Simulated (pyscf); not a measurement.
cyclic C₃H₄ (SMILES C1=CC1) → cyclic C₃H₄ (SMILES [C]1CC1) [singlet] (hydrogen shift; singlet surface; C–H broken, C–H formed). Structures and frequencies: ωB97X-D3(BJ)/def2-SVP in PySCF. Correlated levels are frozen-core, on RHF or UHF. ΔMP2 is the change of the MP2 total energy from the triple- to the quadruple-zeta basis. Energies in eV from the reactant's lowest minimum found.

| level | barrier | reaction energy |
|---|---|---|
| PBE/def2-TZVP | 2.46 | +2.04 |
| B3LYP-D3(BJ)/def2-TZVP | 2.55 | +1.94 |
| PBE0-D3(BJ)/def2-TZVP | 2.49 | +1.98 |
| M06-2X/def2-TZVP | 2.50 | +2.00 |
| HF/def2-TZVP | 2.50 | +1.53 |
| CCSD/def2-TZVPP | ? | +1.87 |
| CCSD(T)/def2-TZVPP + ΔMP2(QZVPP) | ? | ? |

Task: Fill in the missing entries.

Result: 
- CCSD/def2-TZVPP, barrier: 2.52
- CCSD(T)/def2-TZVPP + ΔMP2(QZVPP), barrier: 2.51
- CCSD(T)/def2-TZVPP + ΔMP2(QZVPP), reaction energy: +1.95

The same reactants have a lower exit, to :HC–CH=CH₂ [singlet] (barrier +1.72 eV at ωB97M-D3(BJ), against +2.43 eV here). cyclic C₃H₄ (SMILES C1=CC1) lies 0.97 eV over its isomer H₂C=C=CH₂, and others may lie lower still (electronic energy, ωB97M-D3(BJ)). cyclic C₃H₄ (SMILES [C]1CC1) [singlet] lies 2.84 eV over its isomer H₂C=C=CH₂, and others may lie lower still (electronic energy, ωB97M-D3(BJ)). This is the saddle that the search found; another between the same sides may lie lower. A restricted singlet here is unstable towards spin polarisation, as is usual where a triplet lies low; its energy is less safe. The CCSD(T) − MP2 part came from Ansatz, without density fitting, on the same reference.
